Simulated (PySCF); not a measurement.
methylamine cation (CH₅N), SMILES NC (connectivity only; charge and spin as stated), charge +1, multiplicity 2. Atoms are numbered in the order given.

```xyz
7

C     -0.7021    -0.0157     0.0000
N      0.7073    -0.0084     0.0000
H     -1.0888    -0.4664     0.9152
H     -1.0888    -0.4664    -0.9152
H     -1.0438     1.0451     0.0000
H      1.2415     0.0204     0.8688
H      1.2415     0.0204    -0.8688
```
Charge +1, spin multiplicity 2.

Geometry: r2SCAN-D4/def2-TZVP. The multiplicity is an assumed one; other spin states were not compared.

These are B3LYP/def2-TZVPD in PySCF values and carry that method's errors.

Mulliken values depend strongly on the basis, most of all with diffuse functions as here. Atomic charges (e):

```
atom  Mulliken  meta-Löwdin  Mulliken spin
----  --------  -----------  -------------
C1       -0.56            …           0.02
N2       -0.04            …           0.90
H3        0.33            …           0.02
H4        0.33            …           0.02
H5        0.34            …           0.11
H6        0.30            …          -0.04
H7        0.30            …          -0.04
```

### Question
Fill in the missing entries. (The exact figures need the calculation; the answer reports its results.)

### Answer

- C1, meta-Löwdin: -0.22
- N2, meta-Löwdin: -0.02
- H3, meta-Löwdin: 0.19
- H4, meta-Löwdin: 0.19
- H5, meta-Löwdin: 0.22
- H6, meta-Löwdin: 0.32
- H7, meta-Löwdin: 0.32
